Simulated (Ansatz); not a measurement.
Mulliken charges of C3HO2, SMILES `C#CO[C]=O` radical from r2SCAN/def2-TZVPP in Ansatz (PBE0-D4/def2-TZVP geometry).

```
atom   x (Å)   y (Å)   z (Å)  charge (e)
  C1  -1.351  -0.394   0.606      -0.170
  C2  -0.167  -0.308   0.480       0.061
  O3   1.147  -0.244   0.392      -0.199
  C4   1.673   0.407  -0.673       0.217
  O5   1.147   0.945  -1.567      -0.161
  H6  -2.406  -0.469   0.715       0.251
```

**Question.** By hand: the dipole of these point charges (1 e Å = 4.8032 D).

**Answer.** Σ q r = (-0.434, -0.085, 0.134) e Å, of length 0.462 e Å = 2.22 D.

**Question.** How does the dipole of the full density compare? (Estimate.)

**Answer.** The calculation gave: (-0.129, -0.104, 0.170) e Å, 1.14 D; the point charges give 1.95 times that, at 37° from its direction.

Point charges leave out the atoms' own dipoles, such as those of lone pairs, and Mulliken's split depends on the basis, so the two needn't agree.
